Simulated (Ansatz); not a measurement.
## CH6BO−: structure from calculated spectroscopic constants

These gas-phase data were calculated for one isomer of CH6BO− at PBE0-D3(BJ)/def2-SVPD (harmonic, unscaled wavenumbers; equilibrium rotational constants with average atomic masses):

| Item | Value |
| --- | --- |
| rotational constants | 30.57, 8.1, 7.19 GHz |
| all wavenumbers above 1500 cm⁻¹ | 3922, 3050, 3027, 2959, 2252, 2141 |

Candidates:

(1) `C[BH2-]O`, a singlet
(2) `[BH3-]OC`, a singlet
(3) `[BH3-]CO`, a singlet

Problem. Assign the data to one candidate and say why.

Solution. Candidate (1). The band at 3922 cm⁻¹ lies where the O–H stretch is expected; (2) has no mode between 3300 and 4000 cm⁻¹. 3 modes lie between 2750 and 3290 cm⁻¹, one for each C–H bond, while (3) has 2.

The same quantities for all candidates:

```
     rotational constants (GHz)         wavenumbers above 1500 cm⁻¹  E above the lowest, PBE0-D3(BJ)/def2-SVPD (kcal/mol)
(1)            30.57, 8.1, 7.19  3922, 3050, 3027, 2959, 2252, 2141                                                   0.0
(2)         37.01, 9.677, 8.637  2979, 2906, 2883, 2313, 2207, 2182                                                  15.8
(3)          30.78, 8.909, 7.68  3874, 2982, 2954, 2302, 2268, 2253                                                  25.8
```

Each candidate is one conformer. Programs: Ansatz 0.2.0.
